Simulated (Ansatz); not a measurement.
C2H5NO2 can be A, `NC=C(O)O`, or B, `NCOC=O`.

Program: Ansatz. Geometries: PBE0-D4/def2-TZVP. ΔE: electronic, gas phase. CBS: MP2 limit from def2 TZ/QZ plus the TZ coupled-cluster correction, frozen cores. Functionals use def2-TZVPP. B3LYP here is the variant with VWN-RPA as its local correlation; programs differ in this. One conformer a species, not always the lowest.

Q: Which isomer does CCSD(T)/CBS put lower? Give the gap. (Estimate.)

A: Computed: B, by 13.0 kcal/mol.

Q: Give E(B) − E(A) in kcal/mol with B3LYP-D4, B2PLYP, B3LYP, CCSD(T)/def2-SVP, ωB97M-V, CCSD(T)/def2-TZVPP, CCSD/def2-TZVPP. (An estimate is asked.)

A: The calculation gave: B3LYP-D4 -14.3, B2PLYP -15.3, B3LYP -14.8, CCSD(T)/def2-SVP -17.5, ωB97M-V -12.9, CCSD(T)/def2-TZVPP -14.3, CCSD/def2-TZVPP -14.2. None reverses the order clearly.

Q: Does the order hold for the free energy at 298.15 K (harmonic terms from PBE0-D4)? (Estimate.)

A: Ansatz gave: Yes: G(B) − G(A) = -13.6 kcal/mol, for one conformer each. Modes under 60 cm⁻¹, often nearly free rotors, make the harmonic entropy too high.

Largest T1 diagnostic: 0.015.

From r2SCAN to r2SCAN0 (25 % exact exchange), in def2-TZVPP and without D4, E(B) − E(A) moves by +1.3 kcal/mol. At CCSD(T), def2-SVP lies −4.5 kcal/mol from the extrapolated value and def2-TZVPP −1.3 kcal/mol.
